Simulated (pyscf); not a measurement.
A first-order saddle from PySCF, ωB97X-D3(BJ)/def2-SVP:

```xyz
10

C     -1.3123     1.0495    -0.2204
C      0.0240     0.3264    -0.0191
Ga    -0.1173    -1.5444     0.6070
H     -1.9031     0.5767    -1.0192
H     -1.9279     1.0428     0.6941
H     -1.1510     2.1069    -0.4911
H      0.6539     0.8628     0.7076
H      0.5923     0.2890    -0.9641
H     -1.2082    -2.0840    -0.7796
H     -0.7914    -2.8966     0.1983
```
Charge 0, spin multiplicity 1.

Surface: singlet, charge 0. Lowest wavenumbers (cm⁻¹): 1427i, 118, 195, 261, 415.

Which two sides does it connect, and which bonds change?

H₃C–CH₂–GaH₂ ⇌ H₃C–CH₂–Ga [singlet] + hydrogen (H₂), a 1,1-elimination read from left to right: Ga–H, Ga–H broken and H–H formed. At ωB97M-D3(BJ)/def2-TZVP it lies +62.6 kcal/mol from the left side and +44.4 kcal/mol from the right (each side as separated species at their lowest minima found). H₃C–CH₂–GaH₂ lies 10.9 kcal/mol over its isomer H₃C–GaH–CH₃ (electronic energy, ωB97M-D3(BJ)/def2-TZVP). One saddle was located; it need not be the lowest between these sides. Elements up to Kr have no core potential and no relativistic terms here.
